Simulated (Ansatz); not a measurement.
CH5NSi, SMILES C=N[SiH3]: a ladder of basis sets, run with Ansatz 0.2.0 through its Python package.

`ch5nsi_basis.py`
```python
import warnings

import ansatz as az


def main() -> None:
    warnings.simplefilter('ignore', az.DeckWarning)

    geometry = (
        az.Crystal.molecule()
        .atom('C', [-0.8372, 0.4809, -1.0172])
        .atom('N', [-0.6071, -0.5955, -0.4596])
        .atom('Si', [0.5915, -0.5317, 0.7574])
        .atom('H', [-1.5834, 0.5554, -1.8202])
        .atom('H', [-0.4116, 1.492, -0.815])
        .atom('H', [0.1745, 0.426, 1.821])
        .atom('H', [1.8941, -0.0114, 0.1574])
        .atom('H', [0.8713, -1.8728, 1.3205])
    )

    calc = geometry.calculation().correlation('MP2').accuracy('medium')

    energies = {}
    for basis in ['cc-pVDZ', 'cc-pVTZ']:
        r = calc.basis(gaussian=basis).run(threads=1, pin='off').report
        size = r['n_frozen'] + r['n_occupied'][0] + r['n_virtual'][0]
        energies[basis] = (r['reference_energy_ev'] / 27.211386246, r['free_energy_ev'] / 27.211386246)
        print(f'{basis:14s} {size:4d} orbitals  reference {energies[basis][0]:14.6f} Ha  total {energies[basis][1]:14.6f} Ha')

    small, large = (energies[b][1] - energies[b][0] for b in ('cc-pVDZ', 'cc-pVTZ'))
    limit = (3 ** 3 * large - 2 ** 3 * small) / (3 ** 3 - 2 ** 3)
    print(f'correlation energy: {small:.6f} and {large:.6f} Ha, extrapolated {limit:.6f} Ha')
    print(f'share caught by the larger set: {100 * large / limit:.1f} %')


if __name__ == '__main__':
    main()
```

How far does the total energy move along this ladder of basis sets?

Against cc-pVDZ: cc-pVTZ -142.0 mHa. The last step alone is -141.98 mHa. From the first set to the last the time grows from 0.5 to 2.5 s.

What the script printed:

```console
$ python ch5nsi_basis.py
cc-pVDZ          71 orbitals  reference    -384.135878 Ha  total    -384.532372 Ha
cc-pVTZ         164 orbitals  reference    -384.185755 Ha  total    -384.674351 Ha
correlation energy: -0.396495 and -0.488596 Ha, extrapolated -0.527376 Ha
share caught by the larger set: 92.6 %
```

These settings explore the input space; basis and method may be short of convergence. The geometry is a force-field or estimated start, not a minimum of this method, and the last set is no limit. Much of the fall in a total is atomic energy, which cancels in bond and reaction energies. Inner cores stay frozen, so this is valence correlation. For Al to Cl the sets with a tight d function, cc-pV(X+d)Z, are usual. An extrapolation from small basis sets is rough. Run time: 3.4 s on 1 thread of Arm Neoverse V2, on a shared host, peak memory 0.31 GiB.
